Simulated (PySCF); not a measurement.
**PO₂⁺: singlet, from a end-on start**

The task is one start of a wider search on PO₂⁺: the singlet, from a end-on start. It is relaxed, tested by its Hessian and followed downhill if it is a saddle.

The runs use PySCF 2.14.0; PBE0, basis P def2-TZVP, O def2-TZVP, no relativity, density fitting.

## 1. The system as given

3 atoms, charge 1, spin multiplicity 1.

Bond lengths: P1–O2 1.792 Å, O2–O3 1.445 Å. Angles: P1–O2–O3 119.9°.

```xyz
3
charge 1 multiplicity 1
P     0.0000    0.0000    0.0000
O     0.0000    0.0000    1.7922
O     1.2528    0.0000    2.5122
```

## 2. Finding the electronic state

One driver script runs all steps and calls PySCF; scf.py shows how it sets up the SCF of each step. The optimiser is the driver's own. After this first run the driver tries any further starts and a stability analysis.

scf.py reads:

```python
from pyscf import gto, scf, dft
mol = gto.M(atom='''
P      0.000000     0.000000     0.000000
O      0.000000     0.000000     1.792200
O      1.252800     0.000000     2.512200''',
    basis={'P': 'def2-TZVP', 'O': 'def2-TZVP'},
    charge=1, spin=0)
mf = dft.RKS(mol, xc='PBE0')
mf.grids.atom_grid = (50, 194)
aux = {'P': 'def2-universal-JKFIT', 'O': 'def2-universal-JKFIT'}
mf = mf.density_fit(auxbasis=aux)
mf.conv_tol = 1e-08
mf.diis_space = 10
mf.max_cycle = 60
mf.init_guess = 'minao'
mf.verbose = 4
mf.kernel()
```

Command:

```sh
$ OMP_NUM_THREADS=2 python axn.py task.json out
```

Output (excerpt; [...] marks lines left out):

```text
[... the frontier levels of the middle cycles are left out ...]
init E= -491.323679526807
  HOMO = -0.315375717029949  LUMO = -0.197617940849035  gap/eV = 3.20435
cycle= 1 E= -490.516106077163  delta_E= 0.808  |g|= 1.03  |ddm|= 1.61
  HOMO = -0.475404132711766  LUMO = -0.414147995403397  gap/eV = 1.66686
cycle= 2 E= -482.085312789809  delta_E= 8.43  |g|= 4.66  |ddm|= 3.27
  HOMO = -0.544362187881754  LUMO = -0.44366477762091  gap/eV = 2.74012
cycle= 3 E= -487.713146984317  delta_E= -5.63  |g|= 2.81  |ddm|= 1.72
cycle= 4 E= -489.547821925053  delta_E= -1.83  |g|= 2.04  |ddm|= 0.874
cycle= 5 E= -489.53403693585  delta_E= 0.0138  |g|= 2.11  |ddm|= 0.386
cycle= 6 E= -489.703282132615  delta_E= -0.169  |g|= 1.97  |ddm|= 0.129
cycle= 7 E= -490.085891134448  delta_E= -0.383  |g|= 1.64  |ddm|= 0.335
cycle= 8 E= -490.844835556982  delta_E= -0.759  |g|= 0.67  |ddm|= 1.55
cycle= 9 E= -490.901019702293  delta_E= -0.0562  |g|= 0.428  |ddm|= 0.141
cycle= 10 E= -490.943191531402  delta_E= -0.0422  |g|= 0.217  |ddm|= 0.181
cycle= 11 E= -490.958415606758  delta_E= -0.0152  |g|= 0.0918  |ddm|= 0.219
cycle= 12 E= -490.963597066102  delta_E= -0.00518  |g|= 0.0409  |ddm|= 0.221
cycle= 13 E= -490.964829896945  delta_E= -0.00123  |g|= 0.0319  |ddm|= 0.124
cycle= 14 E= -490.965307082113  delta_E= -0.000477  |g|= 0.008  |ddm|= 0.0512
cycle= 15 E= -490.965415244323  delta_E= -0.000108  |g|= 0.0261  |ddm|= 0.0797
cycle= 16 E= -490.965622464863  delta_E= -0.000207  |g|= 0.00725  |ddm|= 0.0335
cycle= 17 E= -490.965633996872  delta_E= -1.15e-05  |g|= 0.00936  |ddm|= 0.04
cycle= 18 E= -490.965659598774  delta_E= -2.56e-05  |g|= 0.00243  |ddm|= 0.00734
cycle= 19 E= -490.965661379452  delta_E= -1.78e-06  |g|= 0.00015  |ddm|= 0.00192
cycle= 20 E= -490.965661386099  delta_E= -6.65e-09  |g|= 6.97e-05  |ddm|= 0.000179
  HOMO = -0.547306355990594  LUMO = -0.477749105768428  gap/eV = 1.89275
Extra cycle  E= -490.965661345502  delta_E= 4.06e-08  |g|= 0.000409  |ddm|= 0.000334
converged SCF energy = -490.965661345502
```

This step, with its further starts and checks, ran for 7.5 s (2 threads of Arm Neoverse V1, shared host).

The starts that the driver tried:

```
                      start  energy (Eh)
    the minimal-basis guess  -490.965661
a thermally smeared density  -490.965661
      a smeared PBE density  -490.965661
```

No lower closed-shell solution turned up from the other starts or in the test of internal stability.

## 3. Relaxing the singlet from the end-on start

The program finds Cs symmetry in the start, which this walk keeps. Threshold on the gradient: 0.0003 Eh/bohr, with a further test on the energy change.

scf.py, as its differences from that of step 2:

```diff
@@ -3,3 +3,3 @@
-P      0.000000     0.000000     0.000000
-O      0.000000     0.000000     1.792200
-O      1.252800     0.000000     2.512200''',
+P     -0.318254     0.000000    -1.093465
+O     -0.318254     0.000000     0.698735
+O      0.934546     0.000000     1.418735''',
@@ -15 +14,0 @@
-mf.init_guess = 'minao'
```

Energy and gradient, step by step:

```
step  energy (Eh)  change (kJ/mol)  largest symmetric gradient (Eh/bohr)
   0  -490.965661             0.00                               0.10365
   1  -491.019993          -142.65                               0.07103
   2  -491.055485          -235.83                               0.10402
   3  -491.063737          -257.50                               0.06062
   4  -491.069798          -273.41                               0.02543
   5  -491.069995          -273.93                               0.02282
   6  -491.070346          -274.85                               0.00065
   7  -491.070349          -274.86                               0.00017
   8  -491.070349          -274.86                               0.00008
```

The walk took 8.5 s.

After 8 steps and 274.9 kJ/mol it ends at C∞v: O–O 1.229 Å, P–O 1.480 Å; O–O–P 180.0°.

## 4. Vibrations and properties at this point

On the finer grid the gradient is checked again; gradients at displacements of ±0.02 bohr then give force constants and infrared intensities.

scf.py, as its differences from that of step 3:

```diff
@@ -3,3 +3,3 @@
-P     -0.318254     0.000000    -1.093465
-O     -0.318254     0.000000     0.698735
-O      0.934546     0.000000     1.418735''',
+P     -0.464298     0.000000    -0.957629
+O      0.181531     0.000000     0.374414
+O      0.717570     0.000000     1.480011''',
@@ -9 +9 @@
-mf.grids.atom_grid = (50, 194)
+mf.grids.atom_grid = (75, 302)
@@ -12 +12 @@
-mf.conv_tol = 1e-08
+mf.conv_tol = 1e-10
```

The driver hands on the density of the step before, so the log starts near convergence.

Log of the central SCF (cycles and frontier levels):

```text
init E= -491.070347860107
  HOMO = -0.572560502883457  LUMO = -0.401144239172511  gap/eV = 4.66447
cycle= 1 E= -491.07034786009  delta_E= 1.71e-11  |g|= 9.15e-06  |ddm|= 6.27e-06
  HOMO = -0.572558200437481  LUMO = -0.401144156476204  gap/eV = 4.66441
Extra cycle  E= -491.070347859561  delta_E= 5.29e-10  |g|= 4.76e-05  |ddm|= 3.25e-05
converged SCF energy = -491.070347859561
```

The whole step took 14 s.

Geometry: C∞v; O–O 1.229 Å, P–O 1.480 Å; O–O–P 180.0°.

Harmonic modes (main isotopes):

```json
{"symmetry": "π", "ω (cm⁻¹)": "404", "IR (km/mol)": "14.3"}
{"symmetry": "σ+", "ω (cm⁻¹)": "879", "IR (km/mol)": "27.6"}
{"symmetry": "σ+", "ω (cm⁻¹)": "1515", "IR (km/mol)": "175"}
```

All wavenumbers are real: a minimum.

Properties at this point:

```yaml
Dipole_moment_about_the_centre_of_mass: 4.25 D
Highest_occupied_level: -15.58 eV
Lowest_empty_level: -10.92 eV
Rotational_constants: 0.2078 cm⁻¹
Zero-point_energy: 19.1 kJ/mol
Principal_polarisabilities: 16.2, 16.2, 53.1 bohr³
Principal_traceless_quadrupole_moments_about_the_centre_of_mass: -3.14, -3.14, 6.27 D Å
Entropy_at_298.15_K_and_1_bar: 234.9 J/(mol K)
Heat_capacity_Cp_at_298.15_K: 43.8 J/(mol K)
Enthalpy_at_298.15_K_above_0_K: 10.45 kJ/mol
Rotational_symmetry_number: 1
```

Charges (e) and bond orders:

```json
{"atom": "P1", "Mulliken": "0.88", "Löwdin": "0.81", "polar tensor": "0.81", "Mayer order to P1": "–"}
{"atom": "O2", "Mulliken": "0.14", "Löwdin": "0.16", "polar tensor": "0.45", "Mayer order to P1": "1.92"}
{"atom": "O3", "Mulliken": "-0.02", "Löwdin": "0.03", "polar tensor": "-0.26", "Mayer order to P1": "0.89"}
```

Mulliken populations on P1: s 5.81, p 8.08, d 0.20, f 0.03.

## 5. Stability of the closed shell

At the lowest minimum the closed shell is tested against spin polarisation, on the (50, 194) grid. It is unstable: an open-shell solution lies lower. That solution was not followed to a minimum here.

## 6. Summary of results

```
                            quantity                                                            value
                             minimum  singlet, C∞v (closed shell, unstable towards spin polarisation)
                            geometry                           O–O 1.229 Å, P–O 1.480 Å; O–O–P 180.0°
                  wavenumbers (cm⁻¹)                                     404 (π), 879 (σ+), 1515 (σ+)
      dipole moment (centre of mass)                                                           4.25 D
highest occupied, lowest empty level                                                -15.58, -10.92 eV
           polar-tensor charge of P1                                                          +0.81 e
                   zero-point energy                                                      19.1 kJ/mol
```

From Cs at the start the molecule goes to a C∞v minimum. In the infrared the band at 1515 cm⁻¹ (σ+) leads. Only this shape and spin were tried, so other structures or states may lie lower. Spin polarisation would lower this closed shell, so its numbers describe a constrained state.

The search up to here ran for 35 s (2 threads of Arm Neoverse V1, shared host).
